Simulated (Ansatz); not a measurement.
System: solid CO2 (dry ice). Method: r²SCAN+rVV10 (plane waves, PAW; Ansatz, a first-principles code).

Numerical settings: plane-wave cutoff 560 eV, 6×6×6 k mesh, Fermi–Dirac smearing 0.01 eV, scalar-relativistic PAW data made under PBE.

Shape and atoms are relaxed at each volume.

The direct gap at Γ against volume; x = 100 ln(V/13.446 Å³). One gap is withheld.

```csv
V (Å³/atom),x,gap (eV)
12.908,-4.08,7.567
13.177,-2.02,7.537
13.446,0.00,7.509
13.715,1.98,7.484
13.984,3.92,?
```

Problem. Fit a straight line to the rows shown, give the volume deformation potential and predict the withheld gap.

Solution. Means of the 4 rows: x̄ = -1.030, ȳ = 7.5243 eV. Σ(x − x̄)(y − ȳ) = -0.2799 and Σ(x − x̄)² = 20.404, so the slope is -0.0137 eV per unit of x, and dE_g/d ln V = -1.4 eV. At x = 3.92: 7.5243 + (-0.0137) × (3.92 − (-1.030)) = 7.456 eV. The run gives 7.462 eV, 0.006 eV above the line, as the curve bends the same way over all rows.

Note: the bulk modulus comes from volumes at which shape and atoms were relaxed.
